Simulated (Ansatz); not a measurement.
`[C-]#[N+]C(C)(C)C`, one more setting.

```yaml
crystal:
  periodic: [false, false, false]
  atoms:
    - {symbol: C, position_ang: [2.082141, -0.381059, 1.628206]}
    - {symbol: N, position_ang: [1.209655, -0.221341, 0.947223]}
    - {symbol: C, position_ang: [0.138527, -0.025359, 0.108630]}
    - {symbol: C, position_ang: [-0.925349, -0.951649, 0.502803]}
    - {symbol: C, position_ang: [0.577637, -0.292757, -1.262840]}
    - {symbol: C, position_ang: [-0.304001, 1.363657, 0.250220]}
    - {symbol: H, position_ang: [-0.599454, -1.943995, 0.424551]}
    - {symbol: H, position_ang: [-1.755233, -0.820896, -0.123781]}
    - {symbol: H, position_ang: [-1.221308, -0.775543, 1.491984]}
    - {symbol: H, position_ang: [0.916813, -1.279264, -1.356904]}
    - {symbol: H, position_ang: [-0.223897, -0.149429, -1.922704]}
    - {symbol: H, position_ang: [1.355355, 0.353952, -1.534873]}
    - {symbol: H, position_ang: [-0.594721, 1.560466, 1.237053]}
    - {symbol: H, position_ang: [-1.121985, 1.537998, -0.381382]}
    - {symbol: H, position_ang: [0.465830, 2.025221, -0.008184]}
basis:
  gaussian: {orbitals: cc-pVTZ}
hamiltonian: {xc: {name: wB97X}}
accuracy: high
output: {forces: true}
```

```sh
$ ansatz run in.yaml --threads 2 --pin off --events-out ev --progress --plain --max-ram 32768MiB --backend cuda --devices 0, --max-vram 18GiB
```

Output, abridged:

```
Functional definition: wB97X
5482 factors; integrals over basis functions are off by at most 4.5e-9 eV
560 factors; integrals over basis functions are off by at most 1.4e-9 eV
mean field evaluation 1: about -6814.5048 eV, gradient 5.4e1 eV
mean field evaluation 2: about -6817.4249 eV, gradient 4.0e1 eV
mean field evaluation 4: about -6820.6038 eV, gradient 2.2e0 eV
mean field evaluation 8: about -6820.7764 eV, gradient 2.2e-1 eV
mean field evaluation 16: about -6820.7765 eV, gradient 3.4e-5 eV
mean field -6820.77654375 eV, -250.6589146943 hartree, gradient 8.3e-8 eV, S^2 0.000000; 0 other end points of the search recorded, 0 dependent functions left out
reference -6820.77654018 eV, -250.6589145633 hartree; 23, 23 occupied and 283, 283 virtual orbitals, 5482 factors
Total energy: -6820.77654018 eV, -250.6589145633 hartree
Atom 0 at     2.082141    -0.381059     1.628206 Å, force     4.605172    -0.842926     3.597143 eV/Å
Atom 1 at     1.209655    -0.221341     0.947223 Å, force    -2.328864     0.426324    -1.817157 eV/Å
Atom 2 at     0.138527    -0.025359     0.108630 Å, force    -0.341669     0.062877    -0.265632 eV/Å
Atom 3 at    -0.925349    -0.951649     0.502803 Å, force    -0.426884    -0.319561     0.101147 eV/Å
Atom 4 at     0.577637    -0.292757    -1.262840 Å, force     0.106168    -0.085901    -0.525162 eV/Å
Atom 5 at    -0.304001     1.363657     0.250220 Å, force    -0.206538     0.501697     0.011710 eV/Å
Atom 6 at    -0.599454    -1.943995     0.424551 Å, force     0.452283    -1.581211    -0.101174 eV/Å
Atom 7 at    -1.755233    -0.820896    -0.123781 Å, force    -1.337260     0.144439    -0.937160 eV/Å
Atom 8 at    -1.221308    -0.775543     1.491984 Å, force    -0.509863     0.226644     1.550329 eV/Å
Atom 9 at     0.916813    -1.279264    -1.356904 Å, force     0.546990    -1.539561    -0.212544 eV/Å
Atom 10 at    -0.223897    -0.149429    -1.922704 Å, force    -1.202592     0.203461    -1.095180 eV/Å
Atom 11 at     1.355355     0.353952    -1.534873 Å, force     1.225517     0.987359    -0.488064 eV/Å
Atom 12 at    -0.594721     1.560466     1.237053 Å, force    -0.470910     0.372724     1.534168 eV/Å
Atom 13 at    -1.121985     1.537998    -0.381382 Å, force    -1.281447     0.351649    -0.959959 eV/Å
Atom 14 at     0.465830     2.025221    -0.008184 Å, force     1.169898     1.091986    -0.392466 eV/Å
Dipole moment:    -0.653098     0.119526    -0.510722 e Å
```

Hardware: 2 threads of an AMD EPYC 7R13 on a shared host and a share of an NVIDIA H100 80 GB. Wall time 22 s, peak host memory 1.5 GiB.
